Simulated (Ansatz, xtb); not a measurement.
# Two isomers of C5H6O

Structure a is `O=CC1=CCC1`, a singlet and structure b is `C=C1C=COC1`, a singlet. Both are isolated molecules in the gas phase, relaxed with r2SCAN-D4/def2-SVP; each stands in its lowest conformer found.

Task: Which of the two would you expect CCSD(T)/def2-SVP + ΔMP2/def2-TZVPP electronic energies to favour?

Result: Structure b; the calculation gives E(b) − E(a) = −42.3 kJ/mol.

How the difference moves with the method:

```csv
level,geometry,E(b) − E(a) (kJ/mol),departure from the last row (kJ/mol),"job, with rough time for the two"
GFN2-xTB,GFN2-xTB,−83.0,−40.7,"optimisation, 0.088 s"
HF/STO-3G,GFN2-xTB,−86.4,−44.1,"single point, 0.36 s"
r2SCAN-D4/def2-SVP//GFN2-xTB,GFN2-xTB,−46.7,−4.4,"single point, 4.6 s"
r2SCAN-D4/def2-SVP,r2SCAN-D4/def2-SVP,−46.9,−4.6,"optimisation, 40 s"
HF/def2-SVP,r2SCAN-D4/def2-SVP,−37.0,+5.3,part of the CCSD(T) run
MP2/def2-SVP,r2SCAN-D4/def2-SVP,−22.2,+20.1,part of the CCSD(T) run
CCSD(T)/def2-SVP,r2SCAN-D4/def2-SVP,−29.1,+13.2,single point
CCSD(T)/def2-SVP + ΔMP2/def2-TZVPP,r2SCAN-D4/def2-SVP,−42.3,,"single point, 54 s"
```

As drawn, b has 1 C=C, 2 C–O in place of 1 C=O, 2 C–C. Structure a has a 4-membered ring, b a 5-membered ring.

None of the levels shown reverses the order. The largest departure from CCSD(T)/def2-SVP + ΔMP2/def2-TZVPP is that of HF/STO-3G, 44.1 kJ/mol. The last row adds to CCSD(T) the change of the MP2 difference between the two basis sets, here −13.2 kJ/mol, a large step that makes the value less sure.

With thermal terms from frequencies at re-optimised GFN2-xTB minima (ideal gas, soft modes damped towards free rotors, one conformer each, 298.15 K, 1 atm): the zero-point term adds +2.5 kJ/mol; ΔH is −41.3 and ΔG −37.2 kJ/mol.

The correlated steps freeze 6 core orbitals. Codes used: Ansatz 0.2.0, xtb 6.7.1; the last row on 2 threads of Arm Neoverse V2 on a shared host.
